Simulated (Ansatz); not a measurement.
Relaxation of CH3SSi (6 atoms, charge -1, multiplicity 1), to a largest force component of 0.015 eV/Å in at most 40 steps.

Theory: RKS PBE-D4/def2-SVP (Ansatz 0.2.0).

```xyz
6
Properties=species:S:1:pos:R:3:forces:R:3
C -0.621 -0.007 -0.806 0.62 0.11 0.95
Si 0.434 0.033 0.603 0.17 -0.61 -0.69
S 2.088 -1.025 1.125 0.09 -0.11 -0.06
H -1.476 0.646 -0.908 -0.65 0.56 0.02
H -0.471 -0.688 -1.630 0.20 -0.58 -0.62
H 0.046 1.040 1.615 -0.43 0.63 0.40
```

Problem. Where does it end, and by what steps?

Solution. The forces met the threshold. Limits of this set-up: an anion without diffuse functions, the dipole of an ion depends on the origin. After 5 steps the energy has fallen by 0.060 eV; H6 moved furthest, 0.09 Å.

```
step  energy less start (eV)  largest force component (eV/Å)  accepted
   0                  0.0000                           0.953       yes
   1                 -0.0550                           0.259       yes
   2                 -0.0597                           0.052       yes
   3                 -0.0595                           0.080        no
   4                 -0.0603                           0.016       yes
   5                 -0.0604                           0.004       yes
```

```xyz
6
Properties=species:S:1:pos:R:3
C -0.603 -0.017 -0.793
Si 0.457 0.011 0.598
S 2.111 -1.051 1.116
H -1.463 0.675 -0.852
H -0.473 -0.699 -1.650
H -0.028 1.080 1.581
```

Run time: 36 s on 1 thread of Intel(R) Xeon(R) Processor @ 2.50GHz (Skylake/Cascade Lake), on a shared host, peak memory 0.14 GiB.
